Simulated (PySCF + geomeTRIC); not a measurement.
Calculation: PySCF + geomeTRIC with M06-2X/def2-TZVP. fastk is a local helper that only speeds up exchange builds. No frequencies were computed at this level.

```python
import json, numpy as np
from pyscf import gto, dft
from fastk import lowrank_exchange
atoms = """
F      0.466127    -0.000002    -0.000002
H     -0.466127     0.000002     0.000002
"""
def scf(charge, spin, dm0=None):
    mol = gto.M(atom=atoms, basis='def2-tzvp', ecp={}, charge=charge, spin=spin, verbose=3, max_memory=5040)
    mf = dft.KS(mol, xc='m062x').density_fit(auxbasis="def2-universal-jkfit")
    mf.grids.level = 4
    mf.conv_tol = 1e-8
    mf.max_cycle = 60
    mf.kernel(dm0)
    if not mf.converged:
        mf = mf.newton().run(mf.mo_coeff, mf.mo_occ).undo_soscf()
    return mf
mf = scf(0, 0)
from pyscf.geomopt.geometric_solver import kernel as optimize
path = []
done, mol = optimize(mf, maxsteps=80, assert_convergence=False, callback=lambda env: path.append((env["energy"], bool(env["g_scanner"].converged))))
res = dict(converged=bool(done and path[-1][1]), energy=path[-1][0], path=[e for e, c in path], xyz=mol.atom_coords(unit="Angstrom").tolist(), nao=mol.nao)
json.dump(res, open("result.json", "w"))
```

Output:

```
converged SCF energy = -100.45102403137
Geometry optimization cycle 1
converged SCF energy = -100.45102403137
cycle 1: E = -100.451024031  dE = -100.451  norm(grad) = 0.019414
Geometry optimization cycle 2
converged SCF energy = -100.451181834757
cycle 2: E = -100.451181835  dE = -0.000157803  norm(grad) = 0.000449931
Geometry optimization cycle 3
converged SCF energy = -100.451181909515
cycle 3: E = -100.45118191  dE = -7.47585e-08  norm(grad) = 2.21618e-05
<class 'geometric.internal.Distance'> : 1
<class 'geometric.internal.TranslationX'> : 1
<class 'geometric.internal.TranslationY'> : 1
<class 'geometric.internal.TranslationZ'> : 1
<class 'geometric.internal.RotationA'> : 1
<class 'geometric.internal.RotationB'> : 1
<class 'geometric.internal.RotationC'> : 1
Step    0 : Gradient = 1.373e-02/1.373e-02 (rms/max) Energy = -100.4510240314
Step    1 : Displace = 5.868e-03/5.868e-03 (rms/max) Trust = 1.000e-01 (=) Grad = 3.181e-04/3.296e-04 (rms/max) E (change) = -100.4511818348 (-1.578e-04) Quality = 1.037
Step    2 : Displace = 1.394e-04/1.394e-04 (rms/max) Trust = 1.414e-01 (+) Grad = 1.567e-05/2.207e-05 (rms/max) E (change) = -100.4511819095 (-7.476e-08) Quality = 0.837
Converged! =D
```

Cost: about 5 core-seconds (a rough figure).
